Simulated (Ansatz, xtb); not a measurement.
A ladder of methods for SiHClF (SMILES F[SiH]Cl)

SiHClF: 4 atoms, total charge 0, spin state doublet. SMILES: `F[SiH]Cl`. The coordinates come from a GFN2-xTB relaxation.

Quantity: the vertical ionisation energy (to the singlet cation), in eV. The values are calculated.

| level | kind | program | value (eV) | less FCI/STO-3G | CPU time (all runs) |
| --- | --- | --- | --- | --- | --- |
| GFN1-xTB | semi-empirical | xtb | 12.15 | +6.35 | under 2 s |
| USVWN5/STO-3G | LDA | Ansatz | 6.33 | +0.53 | 2 s |
| UPBE/STO-3G | GGA | Ansatz | 6.43 | +0.63 | 3.4 s |
| U-r2SCAN/STO-3G | meta-GGA | Ansatz | 6.72 | +0.92 | 9.8 s |
| U-r2SCAN0/STO-3G | hybrid meta-GGA | Ansatz | 7.07 | +1.27 | 10 s |
| UPBE0/STO-3G | global hybrid | Ansatz | 6.89 | +1.09 | 3.7 s |
| U-wB97X/STO-3G | range-separated hybrid | Ansatz | 7.02 | +1.22 | 18 s |
| UB2PLYP/STO-3G | double hybrid | Ansatz | 6.51 | +0.71 | 4.3 s |
| UCCSDT/STO-3G | coupled cluster or CI | Ansatz | 5.80 | 0.00 | 1.3 s |
| FCI/STO-3G | exact in the basis | Ansatz | 5.80 | 0.00 | 4.9 s |

FCI/STO-3G is exact within its basis and frozen core, so for wave-function methods in that basis the difference is their error; functionals converge differently with the basis, so for them it is only a difference. The values span 5.80 to 12.15 eV. The xTB values lack the empirical shift that such differences need. All rows use very small basis sets, so none should be taken for the real molecule's value. In so small a basis fixed costs decide the times, and correlated methods can beat functionals. CPU times are rough (shared hosts, several kinds of processor and program).
